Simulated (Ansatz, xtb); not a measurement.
## Two isomers of C4H7NS

We compare X, `CC[C@H](S)C#N`, a singlet, with Y, `N#CCCCS`, a singlet. Both are isolated molecules in the gas phase, relaxed with r2SCAN-D4/def2-SVP, each in the lowest conformer that the search found.

Energies in hartree; the thermal terms are from GFN2-xTB frequencies at re-optimised GFN2-xTB minima (ideal gas, soft modes damped towards free rotors, one conformer each, 298.15 K, 1 atm) and include the zero-point energy:

|  | X | Y |
| --- | --- | --- |
| E, CCSD(T)/def2-SVP | −608.162180 | −608.164235 |
| E, MP2/def2-SVP | −608.074697 | −608.076292 |
| E, MP2/def2-TZVPP | −608.643125 | −608.646454 |
| zero-point energy | 0.099687 | 0.099877 |
| H(298 K) − E | 0.108280 | 0.108182 |
| G(298 K) − E | 0.067721 | 0.067930 |

Task: Correct the CCSD(T) difference for the basis set by the MP2 change, then work out ΔE, ΔE₀, ΔH and ΔG for X → Y in kcal/mol (1 Eh = 627.51 kcal/mol) and the equilibrium ratio [Y]/[X].

Result: 1. Differences Y − X: CCSD(T) −0.002055, MP2 in the small set −0.001595, MP2 in the large set −0.003329 Eh.
2. ΔE = −0.002055 + (−0.003329 − (−0.001595)) = −0.003789 Eh = −2.38 kcal/mol.
3. ΔE₀ = ΔE + ΔZPE = −0.003789 + (+0.000190) Eh = −2.26 kcal/mol.
4. ΔH = ΔE + (−0.000098) Eh = −2.44 kcal/mol.
5. ΔG = ΔE + (+0.000209) Eh = −2.25 kcal/mol, so ΔS = (ΔH − ΔG)/T = −2.7 J/(mol K).
6. kT = 0.9442 mEh, so K = [Y]/[X] = exp(−ΔG/kT) = exp(+3.79) ≈ 44.

Structure Y is favoured at this temperature. An error of 1 kcal/mol in ΔG would change K by a factor of 5.4. Mirror images and further conformers aren't counted.

As drawn, both hold the same kinds of bond in the same numbers. Structure X has 1 methyl group, Y 0.

Other levels gave ΔE = −1.1 (GFN2-xTB); −1.0 (HF/STO-3G, GFN2-xTB geometries); −2.1 (r2SCAN-D4/def2-SVP//GFN2-xTB); −2.0 (r2SCAN-D4/def2-SVP); −3.7 (HF/def2-SVP); −1.0 (MP2/def2-SVP); −1.3 (CCSD(T)/def2-SVP) kcal/mol. The correlated steps freeze 10 core orbitals. Programs: Ansatz 0.2.0, xtb 6.7.1.
